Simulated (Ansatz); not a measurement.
# HN2Si: the cost of one run

Method: def2-TZVPP, core rule «outside noble gas», up to 7 orbitals frozen; program: Ansatz 0.2.0, Gaussian basis.

Plan: UHF; ROHF; CCSD(T) on UHF.

2 further runs of the same task are left out: 2 set aside as unsound or not needed.

## (1) The system

The geometry is a PBE0/def2-TZVP stationary point (not a proven minimum) of the parent state, kept for this charge and spin.

4 atoms, charge 1, spin multiplicity 3.

Atoms are counted from 1 here; the program's logs count them from 0.

Bond lengths: Si1–N2 1.658 Å, Si1–N3 1.658 Å, Si1–H4 1.472 Å, N2–N3 1.546 Å. Angles: N2–Si1–N3 55.6°, N2–Si1–H4 152.2°, N3–Si1–H4 152.2°, Si1–N2–N3 62.2°, Si1–N3–N2 62.2°.

As a file:

```xyz
4
charge 1, multiplicity 3
Si    0.00000    0.00000    0.69348
N     0.00000   -0.77321   -0.77317
N     0.00000    0.77321   -0.77317
H     0.00000    0.00000    2.16536
```

## (2) UHF

The input, in.yaml:

```yaml
crystal:
  periodic: [false, false, false]
  atoms:
    - {symbol: Si, position_ang: [0.000000, 0.000000, 0.693477]}
    - {symbol: N, position_ang: [0.000000, -0.773207, -0.773173]}
    - {symbol: N, position_ang: [0.000000, 0.773207, -0.773173]}
    - {symbol: H, position_ang: [0.000000, 0.000000, 2.165363]}
basis:
  gaussian: {orbitals: def2-TZVPP}
total_charge: 1
magnetization: {spin_polarized: true, initial_magnetization: 2}
hamiltonian: {xc: hf}
output: {orbitals: {seedname: orbitals}}
```

On the command line:

```bash
ansatz run in.yaml --threads 1 --pin off --events-out ev --progress --plain --max-ram 2560MiB --backend cpu
```

Q: Estimate wall time and peak memory on 1 thread of AMD EPYC 7R13, shared host.

About 6 s, with a peak of 0.26 GiB.
